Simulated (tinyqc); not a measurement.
The integration grid: Kohn-Sham B3LYP on finer and finer grids in the sto-3g basis, for H2F+, spin multiplicity 1. Computed by the program tinyqc with PySCF. 

Geometry (angstrom):
```
atom,x,y,z
F,0.0000,0.0000,0.0000
H,0.0000,0.8170,0.4170
H,0.0000,-0.8330,0.4250
```

Self-consistent on each grid; the net force on the molecule should vanish.

Kohn-Sham energy on Becke grids (radial x angular points per atom):
```
grid,points,residual of the electron count,E (hartree),E - finest (mhartree),largest net force without grid terms (hartree/bohr)
10 x 14,420,-5.39e-02,-99.05345,155.16377,1.05e-01
15 x 26,1165,9.42e-03,-99.22355,-14.93919,2.52e-02
20 x 50,2990,8.06e-04,-99.20761,1.00884,1.79e-03
30 x 86,7714,4.51e-04,-99.20884,-0.22950,9.34e-04
50 x 194,29082,3.57e-06,-99.20862,-0.00006,2.23e-05
75 x 302,67926,-8.09e-07,-99.20861,0.00105,1.94e-05
120 x 590,212153,1.28e-08,-99.20862,0.00000,8.47e-07
```

The energy is within 0.1 mhartree of the finest grid first at 50 x 194. The error has both signs, since quadrature is not variational. The electron count and the net force are cheap signs of a poor grid.
